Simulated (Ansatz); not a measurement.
Geometry optimisation, Ansatz 0.2.0, RKS PBE0-D4/6-31G*.

Input:

```yaml
crystal:
  periodic: [false, false, false]
  atoms:
    - { symbol: B, position_ang: [0.21137, 0.0, 0.2717] }
    - { symbol: H, position_ang: [0.006046, 0.0, 1.439813] }
    - { symbol: Cl, position_ang: [1.942424, 0.0, -0.263279] }
    - { symbol: F, position_ang: [-0.73614, 0.0, -0.626234] }
basis:
  gaussian: { orbitals: "6-31G*" }
hamiltonian:
  xc: pbe0
  dispersion: d4
relax:
  f_tol: 0.03
  max_steps: 50
```

Launched with:

```bash
$ ansatz run input.yaml --threads 1 --pin off --max-ram 2048MiB --backend cpu --events-out ev --progress --plain --runs-dir out
```

Task: Where does it end, and by what steps?

Result: The run converged. After 3 steps the energy has fallen by 0.047 eV; Cl3 moved furthest, 0.04 Å.

```json
{"step": "0", "energy less start (eV)": "0.0000", "largest force component (eV/Å)": "1.398", "accepted": "yes"}
{"step": "1", "energy less start (eV)": "-0.0319", "largest force component (eV/Å)": "0.927", "accepted": "yes"}
{"step": "2", "energy less start (eV)": "-0.0468", "largest force component (eV/Å)": "0.101", "accepted": "yes"}
{"step": "3", "energy less start (eV)": "-0.0472", "largest force component (eV/Å)": "0.021", "accepted": "yes"}
```

```xyz
4
Properties=species:S:1:pos:R:3
B 0.244 0.000 0.274
H -0.010 0.000 1.437
Cl 1.906 0.000 -0.269
F -0.717 0.000 -0.620
```

Run time: 5.9 s on 1 thread of Arm Neoverse V1, on a shared host, peak memory 0.12 GiB.
